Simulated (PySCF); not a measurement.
Gas-phase reaction: 2 Si2H5 + C4H6 (butadiene) = 4 CH3SiH

Method: PySCF energies plus ideal-gas RRHO corrections (1 bar). † marks an energy on the PBE0/def2-TZVP geometry and frequencies; other levels use their own. MP2 and CCSD(T) freeze the core. 6-31G* has spherical d functions here. Open shells (unrestricted): Si2H5 (multiplicity 2); the rest are closed-shell singlets. B3LYP is the form with VWN-RPA correlation. Si2H5, CH3SiH: computed as isolated molecules; such fragments, hydroxides, amides, oligomers or adducts are transient or little studied in the gas. MP2 isn't extrapolated to the basis-set limit; its ΔH°(298 K) is 310.6 kJ in def2-SVP and 293.5 kJ in def2-TZVPP. CCSD(T) isn't extrapolated to the basis-set limit; its ΔH°(298 K) is 279.9 kJ in def2-SVP and 265.7 kJ in def2-TZVPP. The harmonic model lacks anharmonicity and excited electronic states, which grow with temperature; levels with a mode under 35 cm⁻¹ are left out. Internal rotation in Si2H5, C4H6 (butadiene), CH3SiH is treated as a harmonic vibration of one conformer, which makes the entropy rough.

```tsv
level	ΔE electronic, kJ	ΔH°(298 K), kJ	ΔS°(298 K), J/K	ΔG°(1000 K), kJ
B3LYP/6-31G*	255	270	177	98
CCSD(T)/def2-SVP†	267	280	184	101
MP2/def2-TZVPP†	280	294	184	115
PBE/def2-TZVP†	287	301	184	122
ωB97X-V/def2-TZVP†	275	289	184	110
```
ΔH° is lowest at B3LYP/6-31G* and highest at PBE/def2-TZVP†. No reference value is set beside these.
